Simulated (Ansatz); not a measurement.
`CCSCC` → `CCSC` + `[CH2]` (triplet) at 600 K and 1 bar (formal loss of a carbene).

Gas-phase electronic energies from Ansatz, PBE0-D4/def2-TZVP geometries. CBS: MP2 limit from def2 TZ/QZ plus the TZ coupled-cluster correction, frozen cores. This one scheme is used for every species. Triplets are unrestricted, without spin–orbit coupling. Each species was taken in one conformer, which may not be the lowest.

```
          species  CCSD(T)/CBS energy (Eh)  H − E (kJ/mol)  S (J/(mol·K))
          `CCSCC`               -556.01218           417.9          448.6
           `CCSC`               -516.75014           330.1          404.4
`[CH2]` (triplet)                -39.09499            66.5          220.8
```

H − E and S are ideal-gas, rigid-rotor, harmonic terms from PBE0-D4/def2-TZVP, for one conformer and one mirror image of each species, with the whole ground term of open shells counted as degenerate. 1 Eh = 2625.50 kJ/mol, R = 8.31446 J/(mol·K).

Problem. By hand: ΔE, ΔH, ΔS and ΔG.

Solution. ΔE = (-516.75014) + (-39.09499) − (-556.01218) = 0.16705 Eh = 438.6 kJ/mol. Δ(H − E) = 330.1 + 66.5 − 417.9 = -21.3, so ΔH = 417.3 kJ/mol. ΔS = 404.4 + 220.8 − 448.6 = 176.6 J/(mol·K). ΔG = 417.3 − 600 × (176.6)/1000 = 311.3 kJ/mol.

Problem. By hand: the equilibrium constant, and the temperature at which ΔG would vanish if ΔH and ΔS stayed fixed.

Solution. log₁₀ K = −ΔG/(RT ln 10) = -27.1. ΔG = 0 at ΔH/ΔS = 2363 K.

The number of gas molecules changes by +1, which sets the sign of ΔS. A doubt of 5 kJ/mol in ΔE shifts log₁₀ K by 0.4 here. Other conformers and mirror images would add mixing entropy, several J/(mol·K) or more a flexible species. Modes under 60 cm⁻¹, often nearly free rotors, make the harmonic entropy too high. A triplet takes part, so the spin changes. These are equilibria of isolated gas molecules and say nothing of rates. Largest T1 diagnostic: 0.011 (customary marks: 0.02 for closed shells, 0.045 for open ones).
